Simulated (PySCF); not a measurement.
# Shieldings and the share of exact exchange

Molecule: SMILES FCC1(F)CC1, C4H6F2.

Structure with atom numbers: `[F:1][CH2:2][C:3]1([F:4])[CH2:5][CH2:6]1`; H(Xn) means a hydrogen on atom n.

GIAO shieldings (ppm, equivalent atoms averaged) in PySCF on the PBE0-D3(BJ)/def2-SVP geometry, basis pcSseg-2, gas phase, non-relativistic:

```csv
functional,exact exchange (%),σ(F4),σ(F1),σ(C2),σ(C3)
BLYP,0,382.6,419.4,88.6,92.6
BP86,0,386.0,423.2,94.0,97.2
PBE,0,384.1,422.1,93.8,97.4
B3LYP,20,395.3,431.1,95.3,99.8
PBE0,25,399.4,435.6,101.6,106.0
mPW1PW91,25,400.1,435.5,101.0,105.4
HF,100,433.9,461.7,117.2,125.3
```

(1) Fit each shielding as a line in the percentage of exact exchange.

(2) What does the line predict for BHandHLYP (50 %), and what does the run give?

Answers

(1) σ(F4) = 385.3 + 0.50 x (rms 1.6 ppm); σ(F1) = 422.9 + 0.40 x (rms 2.0 ppm); σ(C2) = 92.7 + 0.25 x (rms 2.3 ppm); σ(C3) = 96.2 + 0.30 x (rms 2.1 ppm). The functionals also differ in their semilocal parts, which the line can't hold; Hartree–Fock has no correlation at all.

(2) σ(F4): 410.3 predicted, 411.1 computed; σ(F1): 442.9 predicted, 444.7 computed; σ(C2): 105.2 predicted, 103.9 computed; σ(C3): 111.2 predicted, 109.7 computed ppm.
